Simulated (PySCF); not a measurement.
Isomers of C5H6, one conformer each; single-point electronic energies without zero-point terms and without any empirical dispersion term.

All values: wB97X-D/pcSseg-2 (PySCF, non-relativistic), each on one gas-phase PBE0-D3(BJ)/def2-TZVP geometry that isn't relaxed in the solvent. The solvent is an IEF-PCM continuum (cavity from Bondi-type radii × 1.2). The model holds no explicit solvent molecules, cavitation or dispersion.

```json
{"isomer": "`C(C#CC)=C`", "relative energy, gas (kJ/mol)": "0.0", "dipole (D)": "0.67"}
{"isomer": "`C(=C)C=C=C`", "relative energy, gas (kJ/mol)": "4.2", "dipole (D)": "0.25"}
```

How do the relative energies look in chloroform (ε = 4.711)?

```json
{"isomer": "`C(C#CC)=C`", "relative energy, solvent (kJ/mol)": "0.0", "E(solvent) − E(gas) (kJ/mol)": "-9.9", "dipole in solvent (D)": "0.79"}
{"isomer": "`C(=C)C=C=C`", "relative energy, solvent (kJ/mol)": "6.1", "E(solvent) − E(gas) (kJ/mol)": "-8.1", "dipole in solvent (D)": "0.32"}
```

The order is unchanged. Conformers: `[CH2:1]=[C:2]=[CH:3][CH:4]=[CH2:5]` with C2–C3–C4–C5 180°. `C(C#CC)=C` gains most from the continuum, and it has the largest gas-phase dipole. The gains span 1.8 kJ/mol, the gas-phase energies 4.2 kJ/mol.
